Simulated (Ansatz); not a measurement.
**PN2H (singlet): geometry optimisation**

Where does this start of PN2H (singlet) end when it is relaxed?

The runs use Ansatz 0.2.0, Gaussian basis; RKS PBE0/def2-TZVP.

**1. The starting structure**

4 atoms, charge 0, spin multiplicity 1.

Atoms are counted from 1 here; the program's logs count them from 0.

Bond lengths: N1–N2 1.135 Å, N2–P3 1.576 Å, P3–H4 1.399 Å. Angles: N1–N2–P3 172.1°, N2–P3–H4 91.2°.

The start was built by rule and, where that kept it together, relaxed with GFN2-xTB. Sticks and bond lists go by distance. 

**2. The run**

in.yaml reads:

```yaml
crystal:
  periodic: [false, false, false]
  atoms:
    - {symbol: N, position_ang: [-1.688480, 0.256779, 0.001589]}
    - {symbol: N, position_ang: [-0.559252, 0.147263, 0.000722]}
    - {symbol: P, position_ang: [0.973280, -0.219626, -0.001141]}
    - {symbol: H, position_ang: [1.326620, 1.134327, 0.002960]}
basis:
  gaussian: {orbitals: def2-TZVP}
hamiltonian: {xc: pbe0}
relax: {f_tol: 0.004, max_steps: 80}
```

On the command line:

```sh
$ ansatz run in.yaml --threads 1 --pin off --events-out ev --progress --plain --max-ram 2176MiB
```

What does the calculation give? Wanted: energy gained; shift from the start; total energy; dipole moment.

The runs gave:

| quantity | value |
| --- | --- |
| steps | 7 |
| energy gained | 0.169 eV |
| shift from the start (rms) | 0.043 Å |
| total energy | -12278.0364 eV |
| dipole moment | 0.64 D |

The bonds of the start are those of the end. N2–P3 went from 1.576 to 1.682 Å. No vibrations were run, so this is a stationary point, not a proven minimum, and this spin need not be the ground state's.
